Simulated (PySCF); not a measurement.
**O₃: electronic structure in real space**

For O₃, the scripts below measure its response to a uniform field.

Method: levels as typed in each script, gas phase, geometry from GFN2-xTB; program: PySCF 2.14.0.

## Step 1: The starting structure

3 atoms, charge 0, spin multiplicity 1.

Bond lengths: O1–O2 1.236 Å, O2–O3 1.236 Å. Angles: O1–O2–O3 120.4°.

As a file:

```mol
O3
  3D, bonds by distance, orders not assigned

  3  2  0  0  0  0  0  0  0  0999 V2000
    1.0725   -0.2049    0.0000 O   0  0
    0.0000    0.4098    0.0000 O   0  0
   -1.0725   -0.2049    0.0000 O   0  0
  1  2  8  0
  2  3  8  0
M  END
```

## Step 2: Response to an electric field (HF/6-311+g**)

File input.py:

```python
import numpy as np
from pyscf import gto, scf, dft
from pyscf.scf import atom_ks, atom_hf
from scipy.linalg import block_diag

def solve(mol, dm0=None, hcore=None):
    mf = scf.UHF(mol) if mol.spin else scf.RHF(mol)
    mf = mf.density_fit(auxbasis='def2-universal-jkfit')
    mf.conv_tol, mf.max_cycle = 1e-8, 80
    if hcore is not None:
        mf.get_hcore = lambda *args: hcore
    mf.kernel(dm0)
    if not mf.converged:
        mf = mf.newton().run(mf.mo_coeff, mf.mo_occ, max_cycle=30)
    assert mf.converged, 'SCF not converged'
    return mf

mol = gto.M(atom='''
O      1.07254    -0.20490     0.00000
O      0.00001     0.40980     0.00000
O     -1.07255    -0.20490     0.00000
''', basis='6-311+g**', charge=0, spin=0, verbose=4)
field = np.array([-0.0, -0.002, -0.0])  # atomic units
mol.set_common_orig(mol.atom_charges() @ mol.atom_coords() / mol.atom_charges().sum())
mf = solve(mol)
out = dict(dm0=mf.make_rdm1(), d0=mf.dip_moment(unit='AU'), e0=mf.e_tot)
for name, sign in (('p', 1), ('m', -1)):
    h = mf.get_hcore() + sign * np.einsum('x,xij->ij', field, mol.intor('int1e_r'))
    mi = solve(mol, mf.make_rdm1(), h)
    out.update({'dm' + name: mi.make_rdm1(), 'd' + name: mi.dip_moment(unit='AU'), 'e' + name: mi.e_tot})
# spherically averaged free atoms, for the promolecule
atm = scf.atom_hf.get_atm_nrhf(mol)
pro = block_diag(*[(atm[a[0]][2] * atm[a[0]][3]) @ atm[a[0]][2].T for a in mol._atom])
np.savez('result.npz', pro=pro, **out)
```

Command:

```
> OMP_NUM_THREADS=1 python input.py
```

Before running it: what results should come out? Wanted: polarisability along the field.

**Answer**, as computed:

| quantity | value |
| --- | --- |
| polarisability along the field (HF/6-311+g**) | 9.3 bohr³ |

All values hold at the given geometry, in the gas phase.
